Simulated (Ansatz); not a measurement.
Mulliken charges of `C[OH+][AlH3-]` from r2SCAN/def2-TZVPP in Ansatz (PBE0-D4/def2-TZVP geometry).

| atom | x (Å) | y (Å) | z (Å) | charge (e) |
| --- | --- | --- | --- | --- |
| C1 | -1.049 | 0.620 | -0.669 | -0.034 |
| O2 | 0.339 | 0.267 | -0.599 | -0.168 |
| Al3 | 1.028 | -0.641 | 1.031 | 0.339 |
| H4 | -1.219 | 1.269 | -1.528 | 0.084 |
| H5 | -1.671 | -0.275 | -0.725 | 0.108 |
| H6 | -1.270 | 1.161 | 0.249 | 0.094 |
| H7 | 0.624 | -0.170 | -1.408 | 0.215 |
| H8 | -0.050 | -1.824 | 1.147 | -0.217 |
| H9 | 0.889 | 0.559 | 2.076 | -0.214 |
| H10 | 2.461 | -1.017 | 0.427 | -0.207 |

Question: By hand: the dipole of these point charges (1 e Å = 4.8032 D).

Answer: Σ q r = (-0.630, 0.353, -0.795) e Å, of length 1.074 e Å = 5.16 D.

Question: How does the dipole of the full density compare? (An estimate is asked.)

Answer: The calculation gave: (-0.535, 0.317, -0.850) e Å, 5.06 D; the point charges give 1.02 times that, at 6° from its direction.

Point charges leave out the atoms' own dipoles, such as those of lone pairs, and Mulliken's split depends on the basis, so the close match here is no proof of good charges.
